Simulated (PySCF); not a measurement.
## OF2: PBE0 against B3LYP

Base calculation in PySCF with density fitting and no spin–orbit coupling, PBE0/def2-TZVP (no relativity): singlet, C2v, O–F 1.381 Å (×2); F–O–F 103.9°; wavenumbers 508, 949, 1067 cm⁻¹; dipole moment 0.27 D, gap between the highest occupied and lowest empty levels 7.71 eV, polar-tensor charge of O 0.50 e, atomisation energy (no zero-point energy) 385 kJ/mol.

Question: What changes on going to B3LYP/def2-TZVP (no relativity)?

Answer: The point group stays the same. Changes: mean bond to O +0.021 Å, smallest bond angle +0.1 degrees, highest wavenumber -50 cm⁻¹, lowest wavenumber -27 cm⁻¹, dipole moment +0.04 D, gap between the highest occupied and lowest empty levels -1.08 eV, polar-tensor charge of O 0.00 e, atomisation energy (no zero-point energy) +6 kJ/mol. The new structure has O–F 1.402 Å (×2); F–O–F 104.0°, with wavenumbers 481, 890, 1017 cm⁻¹.

The structures come from searches over a few start shapes, so lower isomers are not excluded.
